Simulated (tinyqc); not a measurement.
Worked calculation: UHF in the sto-3g basis, for LiH, spin multiplicity 3. This run ends on a higher stationary point, not on the lowest solution. One step of it, computed by the program tinyqc.

Task: Iteration 2: building the Fock matrix. J_ij = sum D_kl (ij|kl) with D = D(alpha) + D(beta), K_ij = sum D_kl (ik|jl) for each spin; F = H + J - K(s); E = tr D H + tr D J / 2 - 0.5 sum_s tr D(s) K(s) + E_nn.

D(alpha) after iteration 1, lower triangle:
```
,1Li 1s,1Li 2s,1Li 2px,1Li 2py,1Li 2pz,2H 1s
1Li 1s,1.007112
1Li 2s,-0.015252,0.000231
1Li 2px,0.000000,0.000000,1.000000
1Li 2py,0.000000,0.000000,0.000000,1.000000
1Li 2pz,-0.001198,0.000018,0.000000,0.000000,0.000001
2H 1s,0.001825,-0.000028,0.000000,0.000000,-0.000002,0.000003
```

D(beta) after iteration 1, lower triangle:
```
,1Li 1s,1Li 2s,1Li 2px,1Li 2py,1Li 2pz,2H 1s
1Li 1s,1.010487
1Li 2s,-0.022846,0.000517
1Li 2px,0.000000,0.000000,0.000000
1Li 2py,0.000000,0.000000,0.000000,0.000000
1Li 2pz,-0.001430,0.000032,0.000000,0.000000,0.000002
2H 1s,0.002870,-0.000065,0.000000,0.000000,-0.000004,0.000008
```

core Hamiltonian H = T + V (hartree), lower triangle:
```
,1Li 1s,1Li 2s,1Li 2px,1Li 2py,1Li 2pz,2H 1s
1Li 1s,-4.603402
1Li 2s,-1.032158,-1.299394
1Li 2px,0.000000,0.000000,-1.057140
1Li 2py,0.000000,0.000000,0.000000,-1.057140
1Li 2pz,-0.005732,-0.065326,0.000000,0.000000,-1.101956
2H 1s,-0.022038,-0.231041,0.000000,0.000000,-0.340059,-1.058499
```

Two-electron integrals (ij|kl) in chemists' order, unique and non-zero (hartree):
```
i,j,k,l,(ij|kl)
1,1,1,1,1.680395
2,1,1,1,0.265420
2,1,2,1,0.049941
2,2,1,1,0.397727
2,2,2,1,0.092860
2,2,2,2,0.290562
3,1,3,1,0.008981
3,2,3,1,0.013788
3,2,3,2,0.064184
3,3,1,1,0.396640
3,3,2,1,0.092880
3,3,2,2,0.290497
3,3,3,3,0.312946
4,1,4,1,0.008981
4,2,4,1,0.013788
4,2,4,2,0.064184
4,3,4,3,0.016869
4,4,1,1,0.396640
4,4,2,1,0.092880
4,4,2,2,0.290497
4,4,3,3,0.279207
4,4,4,4,0.312946
5,1,5,1,0.008981
5,2,5,1,0.013788
5,2,5,2,0.064184
5,3,5,3,0.016869
5,4,5,4,0.016869
5,5,1,1,0.396640
5,5,2,1,0.092880
5,5,2,2,0.290497
5,5,3,3,0.279207
5,5,4,4,0.279207
5,5,5,5,0.312946
6,1,1,1,0.004939
6,1,2,1,0.000957
6,1,2,2,0.001888
6,1,3,3,0.001858
6,1,4,4,0.001858
6,1,5,1,0.000149
6,1,5,2,0.000301
6,1,5,5,0.001951
6,1,6,1,0.000021
6,2,1,1,0.041966
6,2,2,1,0.010062
6,2,2,2,0.037911
6,2,3,3,0.035620
6,2,4,4,0.035620
6,2,5,1,0.001420
6,2,5,2,0.012024
6,2,5,5,0.042451
6,2,6,1,0.000248
6,2,6,2,0.012308
6,3,3,1,0.000400
6,3,3,2,0.002605
6,3,5,3,0.001347
6,3,6,3,0.000466
6,4,4,1,0.000400
6,4,4,2,0.002605
6,4,5,4,0.001347
6,4,6,4,0.000466
6,5,1,1,0.061881
6,5,2,1,0.014876
6,5,2,2,0.056836
6,5,3,3,0.053080
6,5,4,4,0.053080
6,5,5,1,0.002187
6,5,5,2,0.018739
6,5,5,5,0.064285
6,5,6,1,0.000371
6,5,6,2,0.019326
6,5,6,5,0.030413
6,6,1,1,0.197304
6,6,2,1,0.047575
6,6,2,2,0.193308
6,6,3,3,0.179465
6,6,4,4,0.179465
6,6,5,1,0.005727
6,6,5,2,0.063116
6,6,5,5,0.220687
6,6,6,1,0.001154
6,6,6,2,0.086510
6,6,6,5,0.137839
6,6,6,6,0.774606
```

nuclear repulsion = 0.59192082 hartree

Give: Coulomb J; exchange K(alpha); exchange K(beta); F(alpha); F(beta); total energy of this density.

Result:

Coulomb J (hartree), lower triangle:
```
,1Li 1s,1Li 2s,1Li 2px,1Li 2py,1Li 2pz,2H 1s
1Li 1s,4.1638
1Li 2s,0.7175,1.3766
1Li 2px,0.0000,0.0000,1.3856
1Li 2py,0.0000,0.0000,0.0000,1.3856
1Li 2pz,0.0000,-0.0001,0.0000,0.0000,1.3518
2H 1s,0.0136,0.1552,0.0000,0.0000,0.2299,0.7535
```

exchange K(alpha) (hartree), lower triangle:
```
,1Li 1s,1Li 2s,1Li 2px,1Li 2py,1Li 2pz,2H 1s
1Li 1s,1.7022
1Li 2s,0.2882,0.1759
1Li 2px,0.0000,0.0000,0.3385
1Li 2py,0.0000,0.0000,0.0000,0.3385
1Li 2pz,-0.0004,-0.0001,0.0000,0.0000,0.0424
2H 1s,0.0054,0.0061,0.0000,0.0000,0.0028,0.0009
```

exchange K(beta) (hartree), lower triangle:
```
,1Li 1s,1Li 2s,1Li 2px,1Li 2py,1Li 2pz,2H 1s
1Li 1s,1.6859
1Li 2s,0.2581,0.0464
1Li 2px,0.0000,0.0000,0.0085
1Li 2py,0.0000,0.0000,0.0000,0.0085
1Li 2pz,-0.0004,-0.0001,0.0000,0.0000,0.0085
2H 1s,0.0045,0.0008,0.0000,0.0000,0.0001,0.0000
```

F(alpha) (hartree), lower triangle:
```
,1Li 1s,1Li 2s,1Li 2px,1Li 2py,1Li 2pz,2H 1s
1Li 1s,-2.1419
1Li 2s,-0.6028,-0.0987
1Li 2px,0.0000,0.0000,-0.0100
1Li 2py,0.0000,0.0000,0.0000,-0.0100
1Li 2pz,-0.0054,-0.0653,0.0000,0.0000,0.2075
2H 1s,-0.0138,-0.0819,0.0000,0.0000,-0.1130,-0.3059
```

F(beta) (hartree), lower triangle:
```
,1Li 1s,1Li 2s,1Li 2px,1Li 2py,1Li 2pz,2H 1s
1Li 1s,-2.1256
1Li 2s,-0.5728,0.0308
1Li 2px,0.0000,0.0000,0.3199
1Li 2py,0.0000,0.0000,0.0000,0.3199
1Li 2pz,-0.0054,-0.0653,0.0000,0.0000,0.2414
2H 1s,-0.0129,-0.0767,0.0000,0.0000,-0.1103,-0.3050
```

total energy of this density = -7.210665 hartree
